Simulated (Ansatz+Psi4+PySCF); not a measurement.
Two shapes of doublet LiO2.

Shape 1:

```xyz
3

Li    0.0000    0.0000    0.0000
O     0.0000    0.6740    1.6475
O     0.0000   -0.6664    1.6289
```

Shape 2:

```xyz
3

Li    0.0000    0.0000    0.0000
O     0.0000    0.6854    1.6752
O     0.0000   -0.6551    1.6012
```

Basis set: cc-pCVTZ on Li; cc-pVTZ on O (spherical functions). Left uncorrelated: 2 orbitals. Correlation on ROHF uses semicanonical orbitals with singles. Charge 0, multiplicity 2.

Computed with Ansatz (development build ahead of 0.2.0); each method stands on the lowest determinant of its kind that the runs found.

**Question.** Which shape is lower in energy, and by how much in each method?

**Answer.**

```json
{"method": "ROHF", "E(2) − E(1) (eV)": "-0.003"}
{"method": "UHF-MP2", "E(2) − E(1) (eV)": "0.029"}
{"method": "ROHF-CCSD", "E(2) − E(1) (eV)": "0.012"}
{"method": "UHF-CCSD", "E(2) − E(1) (eV)": "0.014"}
{"method": "ROHF-CCSD(T)", "E(2) − E(1) (eV)": "0.015"}
```

Shape 1 is lower, bar methods that put the two within 0.005 eV.
